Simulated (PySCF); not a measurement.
C₆H₆.
SMILES: `c1ccccc1`

Computed, not measured: PySCF 2.14.0, PBE0-D3(BJ)/def2-SVP geometry optimisation, gas phase.

Masses are those of the commonest isotopes; rigid-rotor values at the optimised geometry. 

Task: What are A, B and C (cm⁻¹)?

Result: Ia = 88.73, Ib = 88.74, Ic = 177.47 u·Å²; 505379 MHz·u·Å²/I gives 5696, 5695 and 2848 MHz, that is A = 0.18999, B = 0.18996, C = 0.09499 cm⁻¹.

Task: What kind of rotor is it?

Result: An oblate symmetric top, as the point group D6h requires two equal moments; the computed ones differ by 0.02 % because the geometry is symmetric only within the optimiser's tolerance. Ray's parameter κ = (2B − A − C)/(A − C) = 0.999; −1 is the prolate and +1 the oblate limit.

Task: Is it planar, by Δ = Ic − Ia − Ib?

Result: Planar: Δ = Ic − Ia − Ib = 0.00 u·Å². For a rigid frame Δ = −2 Σ m c², so it vanishes when all atoms lie in the ab plane; here none is more than 0.01 Å from it.

The point group D6h allows no dipole (computed: 0.00 D), so a rigid rotor has no electric-dipole lines.

Task: Estimate the classical rotational partition function at 10 K, 200 K and 298.15 K.

Result: Point group D6h, symmetry number σ = 12; q = (√π/σ)·√((kT/h)³/(ABC)), k/h = 20836.6 MHz/K: 46.2 at 10 K, 4130 at 200 K, 7530 at 298.15 K.

Not checked by PBE0-D3(BJ)/def2-SVP frequencies. Constants of a rigid frame at the computed geometry: no zero-point averaging, no centrifugal distortion.

Time: 25 s of wall time; peak memory 0.48 GiB. Hardware: an Arm Neoverse V1 with one thread, on a shared host. That covers the optimisation of the geometry.
